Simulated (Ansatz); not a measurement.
# BH3 (borane) at CCSD(T)/3-21G

What is the energy change on altering one bond length of BH3 (borane) at CCSD(T)/3-21G? 

The calculation is run with Ansatz 0.2.0.

54 further runs of the same task are left out: 54 set aside as unsound or not needed.

### Step 1. Starting point

The species is BH3 (4 atoms), meant as a singlet with charge 0. As SMILES, `B`. The shape is that of a PBE0-D4/def2-TZVP optimisation.

Bond lengths: B1–H2 1.193 Å, B1–H3 1.193 Å, B1–H4 1.193 Å. Angles: H2–B1–H3 120.0°, H2–B1–H4 120.0°, H3–B1–H4 120.0°.

### Step 2. A single-point energy at CCSD(T)/3-21G

Contents of job.yaml:

```yaml
basis:
  gaussian:
    orbitals: 3-21G.json
crystal:
  periodic: [false, false, false]
  atoms:
    - symbol: B
      position_ang: [0.013900, -0.015100, -0.005100]
    - symbol: H
      position_ang: [0.982200, 0.381700, 0.568800]
    - symbol: H
      position_ang: [-0.276200, -1.171800, 0.043000]
    - symbol: H
      position_ang: [-0.664400, 0.744900, -0.626900]
correlation:
  method: ccsd_t
  frozen_orbitals: {B: 1, H: 0}
accuracy: high
scf:
  omitted_lower_state_checks: [cluster_reference, increment]
```

The basis set 3-21G is read from a file made from the Basis Set Exchange's data (not shown).

Run with:

```sh
$ ansatz run job.yaml --threads 1 --pin off --max-ram 2610MiB --events-out events.jsonl --progress --plain --runs-dir runs
```

Output, shortened:

```text
Warning: RAYON_NUM_THREADS=1 ignored (pool sized by the plan → 1); use --threads N
Functional definition: HF
  name "HF"
[...]
294 factors; integrals over basis functions are off by at most 3.4e-9 eV
[...]
mean field -713.95201720 eV, -26.2372526980 hartree, gradient 2.6e-8 eV, S^2 0.000000; 0 other end points of the search recorded, 0 dependent functions left out
1 core orbitals not correlated: weight in the atoms' cores, before any rotation towards them, 1.000 or more for the frozen orbitals, at most 0.000 for the correlated occupied ones
reference -713.95201720 eV, -26.2372526980 hartree; 3, 3 occupied and 11, 11 virtual orbitals, 294 factors
second order -1.50084026 eV of doubles, -0.00000000 eV of singles
cycle   1  -1.82652676 eV  change   -3.3e-1 eV  update   3.8e-2
[...]
cycle  15  -1.95268416 eV  change  -6.2e-10 eV  update  5.6e-10
perturbative correction -0.02198729 eV, -0.0008080180 hartree
Total energy: -715.92668865 eV, -26.3098205352 hartree
Checks for a lower state left out: cluster_reference, increment
```

Run time: 0.12 s. Hardware: 1 thread of Arm Neoverse V1, shared host.

### Step 3. The distorted shape

Contents of job.yaml:

```yaml
crystal:
  periodic: [false, false, false]
  atoms:
    - {symbol: B, position_ang: [-0.228206, -0.114313, -0.148594]}
    - {symbol: H, position_ang: [0.982200, 0.381700, 0.568800]}
    - {symbol: H, position_ang: [-0.518306, -1.271013, -0.100494]}
    - {symbol: H, position_ang: [-0.906506, 0.645687, -0.770394]}
basis:
  gaussian:
    orbitals: 3-21G.json
correlation:
  method: ccsd_t
  frozen_orbitals: {B: 1, H: 0}
accuracy: high
scf:
  omitted_lower_state_checks: [cluster_reference, increment]
```

The basis set 3-21G is read from a file made from the Basis Set Exchange's data (not shown).

Run with:

```sh
$ ansatz run job.yaml --threads 1 --pin off --max-ram 2610MiB --events-out events.jsonl --progress --plain --runs-dir runs
```

Output, shortened:

```text
Warning: RAYON_NUM_THREADS=1 ignored (pool sized by the plan → 1); use --threads N
[... 2 set-up lines as earlier in the session ...]
[...]
292 factors; integrals over basis functions are off by at most 3.0e-9 eV
[...]
mean field -713.20170920 eV, -26.2096793877 hartree, gradient 2.7e-8 eV, S^2 0.000000; 0 other end points of the search recorded, 0 dependent functions left out
1 core orbitals not correlated: weight in the atoms' cores, before any rotation towards them, 1.000 or more for the frozen orbitals, at most 0.000 for the correlated occupied ones
reference -713.20170920 eV, -26.2096793877 hartree; 3, 3 occupied and 11, 11 virtual orbitals, 292 factors
second order -1.56750067 eV of doubles, -0.00000000 eV of singles
cycle   1  -1.92267001 eV  change   -3.6e-1 eV  update   4.6e-2
[...]
cycle  17  -2.08668736 eV  change   1.8e-10 eV  update  4.2e-10
perturbative correction -0.02809552 eV, -0.0010324914 hartree
Total energy: -715.31649209 eV, -26.2873962253 hartree
Checks for a lower state left out: cluster_reference, increment
```

Run time: 0.12 s. Hardware: 1 thread of Arm Neoverse V1, shared host.

### Step 4. Results

Level: CCSD(T)/3-21G, 1 core orbital frozen.

```
                                                         quantity         value
                                        first shape: total energy  -26.30982 Eh
          first shape: correlation energy (1 core orbital frozen)     -72.6 mEh
                                      first shape: (T) correction     -0.81 mEh
                                       first shape: T1 diagnostic         0.004
                                    distorted shape: total energy  -26.28740 Eh
      distorted shape: correlation energy (1 core orbital frozen)     -77.7 mEh
                                  distorted shape: (T) correction     -1.03 mEh
                                   distorted shape: T1 diagnostic         0.007
energy change with the B1–H2 bond stretched from 1.193 to 1.492 Å      0.610 eV
```

What this shows: With the B1–H2 bond stretched from 1.193 to 1.492 Å the energy rises by 0.61 eV (14.1 kcal/mol). The first shape isn't relaxed at this level, so the change isn't measured from a minimum. The triples (first shape) make up 1.1 % of the correlation energy. The triples (distorted shape) make up 1.3 % of the correlation energy.
